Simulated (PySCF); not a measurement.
## How methods differ on the electron affinity of B

B⁻ [He] 2s2 2p2 (3P) → B [He] 2s2 2p1 (2P), as a difference of total energies. Computed with PySCF 2.14 in aug-cc-pVTZ (5s4p3d2f, 46 functions), with no relativity, point nucleus. Correlated levels: valence: 1s2 frozen. The calculations carry no spin-orbit coupling.

**Question.** Order these methods by the electron affinity they give, lowest first.
A. UHF
B. SCS-MP2 (valence)
C. CCSD(T) (valence)
D. CCSD (valence)

**Answer.** A (-0.305 eV), B (0.061 eV), D (0.167 eV), C (0.229 eV).

Errors of the correlated levels include the incompleteness of this basis and the frozen core.

A negative affinity means that the anion lies above the atom at that level of theory.

For comparison: 0.280 eV (measured; photodetachment measurements, as compiled on the Wikipedia data page of electron affinities).
